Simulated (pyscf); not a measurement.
`[NH2][NH][SiH2]` [doublet] + `[H][H]` → `[NH2][NH2]` + `[SiH3]` [doublet], a four-centre exchange (doublet surface; N–Si, H–H broken, H–N, H–Si formed). Structures and frequencies: ωB97X-D3(BJ)/def2-SVP in PySCF. Energies in kcal/mol from the separated reactants.

Small-basis levels: PySCF, no dispersion term, spherical d functions. AM1 to PM7: differences of heats of formation from MOPAC, which are fitted to 298 K values and so differ in kind from electronic energies by zero-point and thermal terms. Open shells are spin-unrestricted. 

```csv
level,barrier,reaction energy
HF/3-21G,61.4,+3.9
BP86/6-31G*,42.4,+7.7
PBE/6-31G*,40.6,+7.7
B3LYP/LANL2DZ,52.1,+4.4
B3LYP/6-311+G**,47.9,+3.6
PBE/def2-SVP,36.0,+7.1
PM3,63.5,+36.9
PM6,53.4,+35.9
PM7,79.4,+46.6
ωB97M-D3(BJ)/def2-TZVP,46.1,+6.4
```

Against the last row the barrier runs from -10.0 (PBE/def2-SVP) to +33.4 kcal/mol (PM7). ωB97M-D3(BJ)/def2-TZVP has limits of its own. On the product side the descent ends in a complex (not fully relaxed), 5.5 kcal/mol under the separated species and 44.4 kcal/mol under the saddle at ωB97X-D3(BJ)/def2-TZVP. At the saddle there is also a short H–Si contact that neither side keeps. The same reactants have a lower exit, to NH₂• + HN=SiH₂ + H₂ (no saddle counted: cutting one bond, which may have a small barrier of its own, costs +30.2 kcal/mol at ωB97M-D3(BJ)/def2-TZVP, against +46.1 kcal/mol here). H₂N–NH–SiH₂• lies 53.8 kcal/mol over its isomer H₂N–SiH•–NH₂ (electronic energy, ωB97M-D3(BJ)/def2-TZVP). This is the saddle that the search found; another between the same sides may lie lower.
